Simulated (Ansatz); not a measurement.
Born–Oppenheimer molecular dynamics of C5H6O (12 atoms, charge 0, multiplicity 1). It starts from a relaxed structure.

Level of theory: RKS PBE0/6-31G* (Ansatz 0.2.0).

```json
{"ensemble": "NVT, Langevin thermostat", "time step": "1 fs", "steps asked": "150", "set temperature": "400 K", "friction": "0.05 /fs", "seed": "948033"}
```

First frame:

```xyz
12
Properties=species:S:1:pos:R:3
C -0.727 -0.623 0.988
C 0.101 0.013 -0.092
C 1.212 -0.834 -0.638
C -0.119 1.248 -0.551
C -0.795 2.348 -0.527
O -1.291 3.409 -0.642
H -0.091 -0.901 1.839
H -1.178 -1.555 0.622
H -1.518 0.042 1.338
H 1.770 -0.308 -1.414
H 0.811 -1.768 -1.054
H 1.901 -1.125 0.166
```

(1) How far do the bonds stretch over the last three quarters of this one trajectory? (Pairs bonded in most of those frames.)

Results:

(1) 
```
  bond  mean (Å)  spread (Å)  shortest  longest
 C1–C2     1.520       0.042      1.44     1.60
 C1–H7     1.100       0.034      1.02     1.18
 C1–H8     1.100       0.021      1.07     1.15
 C1–H9     1.096       0.027      1.04     1.15
 C2–C3     1.502       0.032      1.44     1.57
 C2–C4     1.341       0.030      1.28     1.41
C3–H10     1.103       0.028      1.04     1.16
C3–H11     1.097       0.028      1.03     1.15
C3–H12     1.107       0.055      0.98     1.22
 C4–C5     1.301       0.018      1.26     1.34
 C5–O6     1.179       0.019      1.14     1.23
```

Mean temperature of the second half: 453 K. The mean temperature of the second half is 13 % above the set value. A run of 0.15 ps of so small a system gives no equilibrium averages.

The run took 8.4 min on 2 threads of Arm Neoverse N1 (shared host), peak memory 0.19 GiB.
